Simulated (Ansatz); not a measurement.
System: C₂H₅S, charge 0, doublet. C2H5S (SMILES CS[CH2], doublet).
B3LYP-D3(BJ)/def2-TZVP minimum from Ansatz (a program for electronic structure):
```xyz
8

C      0.0677     1.3368    -0.5808
S     -0.2035     0.1104     0.5694
C      0.2434    -1.3727    -0.3665
H      0.5526     1.1278    -1.5216
H     -0.1516     2.3506    -0.2860
H      0.1127    -2.2243     0.2986
H     -0.4080    -1.4849    -1.2322
H      1.2839    -1.3204    -0.6851
```
Charge 0, spin multiplicity 2.

Quantity: atomisation energy (electronic, to ground-state atoms), in kJ/mol. UHF or UKS for unpaired electrons; spin-orbit terms are left out. CBS(X,Y): correlation extrapolated as X^-3, Hartree-Fock from the larger set. A bracket is a step between two methods taken in the basis named. Functionals run without relativity, which enters their misses. Double hybrids freeze cores in their MP2 part. '+ core + X2C': CCSD(T) terms for core correlation (cc-pwCVTZ, 1s frozen past Ne) and scalar relativity (cc-pVTZ-DK). Where a partner has so few electrons that a lower coupled-cluster level is exact, that level stands in.

CCSD(T)/CBS(cc-pV(T+d)Z,cc-pV(Q+d)Z) + [CCSDT(Q) - CCSD(T)]/cc-pV(D+d)Z + core + X2C (Ansatz) gives 2798.5 kJ/mol.

**Question.** What does PBE/def2-TZVPD (Ansatz) give here, and how do the other levels compare?

**Answer.** PBE gives 2847.0 kJ/mol, 48.5 kJ/mol above it. Differences of the others: B3LYP/def2-TZVPD (Ansatz) -18.4; wB97M-V/def2-TZVPD (Ansatz) 2.8; B2PLYP/def2-TZVPD (Ansatz) -44.0; CCSD(T)/CBS(cc-pV(T+d)Z,cc-pV(Q+d)Z) + core + X2C (Ansatz) -2.3 kJ/mol. Nearer than PBE: B3LYP/def2-TZVPD, wB97M-V/def2-TZVPD, B2PLYP/def2-TZVPD, CCSD(T)/CBS(cc-pV(T+d)Z,cc-pV(Q+d)Z) + core + X2C.
